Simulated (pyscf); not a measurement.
Optimised with ωB97X-D3(BJ)/def2-SVP in PySCF.

### Question
Estimate the classical barrier height and the reaction energy of `[Cl][Ge]([Cl])[Cl]` [doublet] + `[H][H]` -> `[Cl][GeH][Cl]` [doublet] + `[ClH]` at ωB97M-D3(BJ)/def2-TZVP. The step runs on the doublet surface, breaks Cl–Ge, H–H and forms Ge–H, Cl–H; take the separated reactants as zero.

### Answer
ΔE‡ = 44.7 kcal/mol, ΔE = +13.5 kcal/mol. Zero-point energy shifts the barrier by +0.3 kcal/mol. It is a four-centre exchange, with an imaginary mode of 937i cm⁻¹. The same reactants have a lower exit, to Cl–GeH(Cl)–Cl + H• (barrier +27.5 kcal/mol at ωB97M-D3(BJ), against +44.7 kcal/mol here). This is the saddle that the search found; another between the same sides may lie lower. Elements up to Kr have no core potential and no relativistic terms here.
